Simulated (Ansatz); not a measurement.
Reaction (atomization): `CC(O)(O)S` → 2 C• + 6 H• + 2 O• + S•

Isolated molecules relaxed with PBE0-D4/def2-TZVP in Ansatz; ΔE leaves out vibrations. CCSD(T)/CBS is the MP2 limit (def2-TZVPP, def2-QZVPP) plus CCSD(T) − MP2 in def2-TZVPP, frozen cores. This one scheme is used for every species, atoms too. Functionals use def2-TZVPP. No spin–orbit coupling; open shells (•) take unrestricted orbitals. Spin–orbit coupling would lower the free atoms: a little for C, O, S. Each species was taken in one conformer, which may not be the lowest.

```
           level  ΔE (kJ/mol)  difference from CCSD(T)/CBS
     LDA (SPW92)       4799.3                        697.5
          B97M-V       4095.1                         -6.7
      r2SCANh-D4       4071.4                        -30.4
         ωB97X-V       4103.4                          1.6
            BLYP       4036.6                        -65.2
         r2SCANh       4065.8                        -36.0
   CCSD/def2-SVP       3813.2                       -288.6
CCSD(T)/def2-SVP       3860.3                       -241.5
 CCSD/def2-TZVPP       3910.1                       -191.7
  MP2/def2-QZVPP       4138.5                         36.7
     CCSD(T)/CBS       4101.8                            0
```

Largest T1 diagnostic among the species: 0.011.

From PBE to PBE0 (25 % exact exchange), in def2-TZVPP and without D4, ΔE moves by −99.7 kJ/mol: exact exchange takes away binding that semilocal exchange gives to molecules. Leaving LDA and LC-ωPBE aside and taking each functional with its dispersion term where it has one, the values, not all of them listed here, spread over 285.6 kJ/mol, from BHLYP-D4 to PBE-D4. LDA lies +617.7 kJ/mol from PBE without D4, its usual overbinding.

For atomizations the MP2-based limit and the directly extrapolated one differ by several kJ/mol either way, and by 10 to 25 for some Ge, Se and Sn compounds, so smaller differences from it don't rank the levels.
